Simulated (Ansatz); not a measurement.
Born–Oppenheimer molecular dynamics of C3H3ClO (8 atoms, charge 0, multiplicity 1). It starts from a relaxed structure.

Computed with RKS revPBE-D4/6-31G* (Ansatz 0.2.0).

```
ensemble        : NVT, Nosé–Hoover chain
time step       : 0.5 fs
steps asked     : 100
set temperature : 300 K
thermostat      : time constant 100 fs, chain length 3 (defaults)
masses          : H 3.016 u
seed            : 403974
```

First frame:

```xyz
8
Properties=species:S:1:pos:R:3
C -0.673 -0.621 0.403
C 0.521 0.215 0.031
Cl 1.943 0.186 1.078
C 0.597 0.991 -1.047
O 0.653 1.680 -2.011
H -1.069 -0.323 1.391
H -1.475 -0.493 -0.344
H -0.405 -1.692 0.443
```

Q: What does the run give?

A: All steps were run.

- steps done: 100
- time covered: 50 fs
- mean temperature over the second half: 116 K
- spread of the potential energy over the second half: 3.2 meV per atom
- mean potential energy of the second half above the start: 18.7 meV per atom

The conserved energy stayed within 0.11 meV per atom of its start (net change 0.072 meV per atom), so the integration is sound. The mean temperature of the second half is 61 % below the set value. A run of 0.05 ps of so small a system gives no equilibrium averages.

Q: What happens to the structure?

A: The same pairs are bonded in the first frame and the last. Pairs count as bonded within 1.25 times the sum of covalent radii (0.12 Å more for H–H). Another seed would give other details.

Q: How do temperature and energy run in time?

A: 
| time (fs) | T (K) | potential energy less start (eV) | conserved less start (meV/atom) |
| --- | --- | --- | --- |
| 0.0 | 300 | 0.000 | 0.00 |
| 2.5 | 205 | 0.074 | 0.07 |
| 5.0 | 138 | 0.127 | 0.10 |
| 7.5 | 197 | 0.080 | 0.02 |
| 10.0 | 164 | 0.106 | 0.06 |
| 12.5 | 120 | 0.141 | 0.09 |
| 15.0 | 168 | 0.104 | 0.05 |
| 17.5 | 173 | 0.100 | 0.04 |
| 20.0 | 125 | 0.139 | 0.08 |
| 22.5 | 147 | 0.121 | 0.06 |
| 25.0 | 179 | 0.097 | 0.03 |
| 27.5 | 132 | 0.135 | 0.06 |
| 30.0 | 93 | 0.166 | 0.08 |
| 32.5 | 114 | 0.150 | 0.07 |
| 35.0 | 166 | 0.110 | 0.04 |
| 37.5 | 145 | 0.127 | 0.05 |
| 40.0 | 84 | 0.176 | 0.09 |
| 42.5 | 101 | 0.163 | 0.06 |
| 45.0 | 107 | 0.159 | 0.05 |
| 47.5 | 70 | 0.189 | 0.09 |
| 50.0 | 124 | 0.148 | 0.07 |

Run time: 2.9 min on 1 thread of Arm Neoverse V1 (shared host), peak memory 0.1 GiB.
